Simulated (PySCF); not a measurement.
**Working out the ionisation energy of P**

P [Ne] 3s2 3p3 (4S) → P+ [Ne] 3s2 3p2 (3P). Calculation: PySCF 2.14, in dyall-av3z (19s12p3d2f, 84 functions); no relativity, point nucleus. Frozen: [Ne]; the 26 highest virtual orbitals dropped. Energies in hartree (1 hartree = 27.21139 eV):

```json
{"part": "UHF", "P (lower)": "-340.718958", "P+ (upper)": "-340.354763"}
{"part": "CCSD correlation", "P (lower)": "-0.102173", "P+ (upper)": "-0.083215"}
{"part": "(T)", "P (lower)": "-0.004003", "P+ (upper)": "-0.002331"}
```

Task: What does Hartree-Fock give?

Result: (-340.354763) − (-340.718958) = 0.364195 hartree = 9.910 eV.

Task: What do CCSD and CCSD(T) give?

Result: The CCSD correlation energies differ by 0.018958 hartree = 0.516 eV and the triples by 0.001672 hartree = 0.045 eV, so CCSD gives 10.426 eV and CCSD(T) 10.471 eV.

Measured between the centres of the two terms (NIST): 10.526 eV, so CCSD(T) (valence) is off by -0.055 eV.

What remains against the reference includes basis incompleteness, the frozen core and higher excitations.
